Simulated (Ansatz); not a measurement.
Gas-phase electronic energies from Ansatz, PBE0-D4/def2-TZVP geometries. CCSD(T)/CBS adds triple-zeta CCSD(T) − MP2 to the extrapolated MP2 energy (def2 sets, frozen cores). This one scheme is used for every species. Functionals use def2-TZVPP. HSE06 is defined as in plane-wave codes.

Reaction (ligand exchange at the Al–C bond): `C=[CH][AlH2]` + `BS` → `B[S][AlH2]` + ethylene

Question: Is it downhill or uphill in electronic energy at CCSD(T)/CBS, and by how much? (An estimate is asked.)

Answer: The calculation gave: Downhill: ΔE = -97.7 kJ/mol.

Question: What do these levels give: revPBE-D4, BHLYP-D4, ωB97X-V, revPBE, PBE0, HSE06, RPA@PBE/def2-TZVPP, HF/def2-TZVPP, CCSD(T)/def2-TZVPP, MP2/def2-QZVPP, SCS-MP2/def2-QZVPP, CCSD/CBS(def2)? (Estimate.)

Answer: The calculation gave: revPBE-D4 -91.5, BHLYP-D4 -96.3, ωB97X-V -93.3, revPBE -91.3, PBE0 -95.0, HSE06 -95.0, RPA@PBE/def2-TZVPP -87.5, HF/def2-TZVPP -97.4, CCSD(T)/def2-TZVPP -93.9, MP2/def2-QZVPP -99.5, SCS-MP2/def2-QZVPP -97.4, CCSD/CBS(def2) -97.8 kJ/mol.

Largest T1 diagnostic among the species: 0.015.

At CCSD(T), def2-SVP lies +7.0 kJ/mol from the extrapolated value and def2-TZVPP +3.7 kJ/mol. From PBE to PBE0 (25 % exact exchange), in def2-TZVPP and without D4, ΔE moves by −3.3 kJ/mol.
